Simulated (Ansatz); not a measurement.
# SiO+ (doublet): from Hartree-Fock to the top rungs, def2-TZVPP

The task here is to estimate one member of a computed series from the others.

Computed with Ansatz 0.2.0, Gaussian basis. Level: def2-TZVPP, core rule «outside noble gas», up to 6 orbitals frozen.

The runs, in order: UHF; ROHF; CCSD(T) on UHF.

2 further runs of the same task are left out: 2 set aside as unsound or not needed.

### What is computed

The geometry is a PBE0/def2-TZVP stationary point (not a proven minimum) of the parent state, kept for this charge and spin.

2 atoms, charge 1, spin multiplicity 2.

Atoms are counted from 1 here; the program's logs count them from 0.

Bond lengths: Si1–O2 1.724 Å.

The first run:

The input, in.yaml:

```yaml
crystal:
  periodic: [false, false, false]
  atoms:
    - {symbol: Si, position_ang: [0.000000, 0.000000, 0.000000]}
    - {symbol: O, position_ang: [0.000000, 0.000000, 1.723500]}
basis:
  gaussian: {orbitals: def2-TZVPP}
total_charge: 1
magnetization: {spin_polarized: true, initial_magnetization: 1}
hamiltonian: {xc: hf}
output: {orbitals: {seedname: orbitals}}
```

Run with:

```sh
$ ansatz run in.yaml --threads 1 --pin off --events-out ev --progress --plain --max-ram 4096MiB --backend cpu
```

Steps of the session up to this table: UHF; ROHF; CCSD(T) on UHF.

One table of the session follows, with a row left open; its other results are not shown here.

It belongs to the step «Misses and costs». 

```
  method  from UCCSD(T) (meV)
    ROHF              +7904.0
     UHF              +7776.6
    UMP2               +925.1
   UCCSD                    ?
UCCSD(T)                    0
```

Estimate the missing values for UCCSD.

The run gave: from UCCSD(T) (meV): +284.5. In the column «from UCCSD(T) (meV)» it lies between UCCSD(T) (0) and UMP2 (+925.1).
